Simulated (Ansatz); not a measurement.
in.yaml

```yaml
crystal:
  periodic: [false, false, false]
  atoms:
    - {symbol: Se, position_ang: [0.000000, 0.000000, 0.000000]}
    - {symbol: Na, position_ang: [0.000000, 0.000000, 2.952000]}
basis:
  gaussian: {orbitals: cc-pVTZ}
total_charge: 1
magnetization: {spin_polarized: true, initial_magnetization: 0}
correlation: {method: ccsdt_q, electrons: outside_noble_gas}
```

```sh
$ ansatz run in.yaml --threads 1 --pin off --events-out ev --progress --plain --max-ram 2393MiB
```

Output:

```
807 factors; integrals over basis functions are off by at most 1.7e-7 eV
mean field evaluation 1: about -69701.2082 eV, gradient 1.0e1 eV
mean field evaluation 2: about -69701.2199 eV, gradient 1.0e1 eV
mean field evaluation 4: about -69701.6792 eV, gradient 3.7e-1 eV
mean field evaluation 8: about -69701.6811 eV, gradient 6.9e-5 eV
mean field evaluation 16: about -69701.9096 eV, gradient 1.4e0 eV
mean field evaluation 32: about -69702.8638 eV, gradient 5.3e-3 eV
mean field evaluation 64: about -69701.6811 eV, gradient 2.0e-6 eV
mean field evaluation 96: about -69702.8308 eV, gradient 8.7e-7 eV
mean field evaluation 128: about -69703.3343 eV, gradient 1.2e-6 eV
mean field evaluation 160: about -69703.0581 eV, gradient 1.7e0 eV
...
cycle  11  -3.75874863 eV  change   -3.3e-2 eV  update   2.3e-3
cycle  12  -3.74965577 eV  change    9.1e-3 eV  update   5.0e-4
cycle  13  -3.75588005 eV  change   -6.2e-3 eV  update   3.9e-4
cycle  14  -3.75432439 eV  change    1.6e-3 eV  update   1.5e-4
cycle  15  -3.75431429 eV  change    1.0e-5 eV  update   3.2e-5
cycle  16  -3.75435871 eV  change   -4.4e-5 eV  update   1.8e-5
cycle  17  -3.75435203 eV  change    6.7e-6 eV  update   1.2e-5
cycle  18  -3.75434612 eV  change    5.9e-6 eV  update   1.0e-5
cycle  19  -3.75434668 eV  change   -5.6e-7 eV  update   3.2e-6
cycle  20  -3.75434707 eV  change   -3.9e-7 eV  update   7.1e-7
perturbative correction -0.07161122 eV, -0.0026316637 hartree
WARN: the results are in doubt because among natural orbitals full CI differs from the method by +1.233 eV
Total energy: -69707.16024393 eV, -2561.6908897542 hartree
In doubt: among natural orbitals full CI differs from the method by +1.233 eV
```

Ran on 1 thread of AMD EPYC, shared host: 2.7 min wall, 0.46 GiB peak host memory.
